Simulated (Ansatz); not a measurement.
**Worked example: the barrier**

An elementary step of SiNH₇O, singlet (SiNH₅O ([NH2][SiH2][OH]) + H₂ → SiH₄O ([OH][SiH3]) + NH₃; bonds formed: Si1–H7, N2–H6; bonds broken: Si1–N2, H6–H7). “Start” is the structure reached by relaxing down from the saddle towards the reactants; PBE0-D4/def2-TZVP structures. The saddle:

```tsv
atom	x (Å)	y (Å)	z (Å)
Si1	-0.6952	-0.2555	-0.0322
N2	1.1496	-0.4757	0.1820
H3	-1.0065	-1.5467	-0.7253
H4	-1.3330	-0.4160	1.2956
O5	-1.1770	0.7611	-1.2343
H6	0.9325	0.5832	0.6826
H7	0.0276	1.3292	0.7839
H8	1.4789	-1.2771	0.7101
H9	1.6775	-0.3840	-0.6790
H10	-1.0546	1.6814	-0.9834
```

Program: Ansatz 0.2.0. Basis: def2-TZVPP and def2-QZVPP. Cores are frozen in the correlated methods.

Energies in eV:

| quantity | saddle | start |
| --- | --- | --- |
| Hartree–Fock, triple zeta (X = 3) | -11492.60239 | -11495.28930 |
| Hartree–Fock, quadruple zeta (X = 4) | -11493.04716 | -11495.74864 |
| MP2 correlation, X = 3 | -17.36393 | -16.84377 |
| MP2 correlation, X = 4 | -18.64232 | -18.12595 |
| CCSD(T) correlation, X = 3 | -18.85825 | -18.32239 |

Q: Work out the barrier at the basis limit: extrapolate Hartree–Fock as E(X) = E∞ + A exp(−7.88 √X) and the MP2 correlation as E(X) = E∞ + B X^−2.97 (the exponents that Neese and Valeev fitted for def2-TZVPP and QZVPP), then add CCSD(T) − MP2 in triple zeta.

A: Each step is linear, so take the differences first (saddle − start): Hartree–Fock 2.68691 (X = 3) and 2.70148 (X = 4); MP2 correlation -0.52016 and -0.51637; CCSD(T) correlation -0.53586.
Two points give E∞ = E(4) + w [E(4) − E(3)], with w = 1/(exp(7.88 (2 − √3)) − 1) = 0.1377 for Hartree–Fock and w = 1/((4/3)^2.97 − 1) = 0.7407 for the correlation.
Hartree–Fock: 2.70148 + 0.1377 × 0.01457 = 2.7035 eV.
MP2 correlation: -0.51637 + 0.7407 × 0.00379 = -0.5136 eV.
CCSD(T) − MP2: -0.53586 − (-0.52016) = -0.0157 eV.
Sum: 2.7035 + (-0.5136) + (-0.0157) = 2.1742 eV, or 50.14 kcal/mol. Plain CCSD(T) in triple zeta gives 2.1511 eV, so the larger basis shifts the result by 0.0231 eV.

No T1 diagnostic of these runs exceeds 0.012.

Labels in which every atom is bracketed show which atoms are joined, not bond orders.

For scale, one of the runs: CCSD(T)/def2-TZVPP, 202 basis functions (an equivalent command: `ansatz run in.yaml --threads 2`). Time: 34 s of wall clock on 2 CPU threads; the host was shared. Peak host memory: 2.7 GiB.
